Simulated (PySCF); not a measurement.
```xyz
3

C     -0.0276     0.0001     0.0000
N      1.1309    -0.0033     0.0000
H     -1.1033     0.0032     0.0000
```

Charge 0, multiplicity 1.

Task: Give the Mulliken and meta-Löwdin atomic charges from PBE-D3(BJ)/def2-TZVP (PySCF).

Result: 
```json
[
 {"atom": "C1", "Mulliken (e)": "-0.20", "meta-Löwdin (e)": "-0.03"},
 {"atom": "N2", "Mulliken (e)": "0.02", "meta-Löwdin (e)": "-0.16"},
 {"atom": "H3", "Mulliken (e)": "0.19", "meta-Löwdin (e)": "0.19"}
]
```
